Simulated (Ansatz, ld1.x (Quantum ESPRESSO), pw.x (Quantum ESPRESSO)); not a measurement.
# Which Al potential is closest to all-electron in the fcc crystal?

All use PBE, scalar-relativistic, no spin, cutoffs from each file’s atomic test, pw.x 7.5; 14³ k-points, Fermi–Dirac smearing 0.01 Ry. Δ is the rms difference from all-electron LAPW of the E(V) curves that follow from fits to the pressures, over ±6 % in volume. Mesh and smearing are coarse and serve the comparison alone. The files are a selection: those with a ghost or negative overlap were mostly not run, and those with noisy or unconverged pressures or nearly equal Δ are left out.

All-electron: a0 = 4.040 Å (V0 = 16.49 Å³/atom), B0 = 76.6 GPa.

(1) Rank them by Δ, smallest first.
A. ultrasoft, ld1.x (Quantum ESPRESSO) 7.5, PBE; core [Ne], reference 3s1.5 3p1.5; waves: 3s (bound): rcut 1.50, rcutus 1.95 bohr; 3s channel at 0.25 Ry: rcut 1.50, rcutus 1.95 bohr; 3p (bound): rcut 1.90, rcutus 2.35 bohr; 3p channel at 0.15 Ry: rcut 1.90, rcutus 2.35 bohr; 3d channel at 0.35 Ry: rcut 2.65, rcutus 2.85 bohr; 3d channel at 0.9 Ry: rcut 2.65, rcutus 2.85 bohr; local part: all-electron potential smoothed inside 1.65 bohr (lloc = -1); core correction: none; augmentation: PSQ, inside the norm-conserving radii.
B. norm-conserving Troullier–Martins (Kleinman–Bylander form), ld1.x (Quantum ESPRESSO) 7.5, PBE; core [Ne], reference 3s2 3p1; waves: 3s (bound): rc 1.85 bohr; 3p (bound): rc 1.80 bohr; 3d channel at 0.45 Ry: rc 1.55 bohr; local part: all-electron potential smoothed inside 1.35 bohr (lloc = -1); core correction: a·sin(br)/r model core, default radius (core density twice the valence density).
C. PAW, ld1.x (Quantum ESPRESSO) 7.5, PBE; core [Ne], reference 3s2 3p0.5; waves: 3s (bound): rcut 1.65, rcutus 1.80 bohr; 3s channel at 1.8 Ry: rcut 1.65, rcutus 1.80 bohr; 3p (bound): rcut 2.00, rcutus 2.45 bohr; 3p channel at 0.55 Ry: rcut 2.00, rcutus 2.45 bohr; 3d channel at 0.45 Ry: rcut 1.95, rcutus 2.30 bohr; 3d channel at 2.65 Ry: rcut 1.95, rcutus 2.30 bohr; local part: all-electron potential smoothed inside 1.50 bohr (lloc = -2); core correction: Bessel-smoothed model core inside 1.00 bohr; augmentation: PSQ, inside the norm-conserving radii.

## Answers

(1) C (0.4 meV/atom), B (3.5 meV/atom), A (5.1 meV/atom).
